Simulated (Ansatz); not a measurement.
Cost and result for the atomization energy of H₂O₄S (`O=S(=O)(O)O`) (7 atoms, 6 bonds).

The species carries charge 0 and has multiplicity 1. The structure was optimised at the PBE0-D4/def2-TZVP level. It is one conformer, not always the lowest. Program: Ansatz. Hardware: A = 2 threads of an AMD EPYC 7R13 on a shared host; B = 2 threads of an AMD EPYC 7R13 on a shared host and a share of an NVIDIA H100 80 GB. Times are those of one run each, without the atoms' runs, and a repeat can differ threefold. Electronic energies, without spin–orbit coupling; frozen cores. CCSD(T)/CBS extrapolates def2-TZVPP and def2-QZVPP, and its time is that of the two runs behind it. T1 = 0.015. B3LYP takes the VWN-RPA correlation (the form of Gaussian; ORCA's B3LYP/G).

CCSD(T)/CBS is a level of theory with its own doubt, some kJ/mol a heavy atom from the limit and from the frozen cores, so smaller differences don't rank the functionals.

```csv
level,functions,wall time,atomization (kJ/mol),difference from CCSD(T)/CBS,per bond
PBE-D4/def2-TZVPP (with forces) [A],194,1.9 s,2631.4,118.1,19.7
PBE0-D4/def2-TZVPP [A],194,2.5 s,2483.5,-29.8,-5.0
B3LYP-D4/def2-TZVPP (with forces) [A],194,3.2 s,2454.6,-58.7,-9.8
r2SCAN-D4/def2-TZVPP (with forces) [A],194,3.3 s,2532.0,18.7,3.1
B2PLYP/def2-TZVPP [A],194,4 s,2446.0,-67.3,-11.2
CCSD(T)/def2-TZVPP [B],194,4.7 s,2384.0,-129.3,-21.6
ωB97X-V/def2-TZVPP [A],194,5.5 s,2504.3,-9.0,-1.5
ωB97M-V/def2-TZVPP (with forces) [A],194,7.5 s,2510.4,-2.9,-0.5
CCSD(T)/def2-QZVPP [B],358,14 s,2463.0,-50.3,-8.4
CCSD(T)/CBS(def2),–,19 s,2513.3,0.0,0.0
```

In def2-TZVPP, CCSD(T) changes the Hartree–Fock value by +1026.5 kJ/mol (the triples alone add +80.5 kJ/mol) and MP2 by +1186.8 kJ/mol; breaking electron pairs costs correlation energy, which Hartree–Fock lacks. From PBE to PBE0 (25 % exact exchange), in def2-TZVPP and without D4, the atomization energy moves by −145.3 kJ/mol: exact exchange takes away binding that semilocal exchange gives to molecules. The D4 term adds +23.1 kJ/mol with B3LYP and +11.7 kJ/mol with PBE0; it sums over pairs of atoms, weighted by their polarisabilities, and B3LYP, whose exchange is more repulsive, gets the larger term.
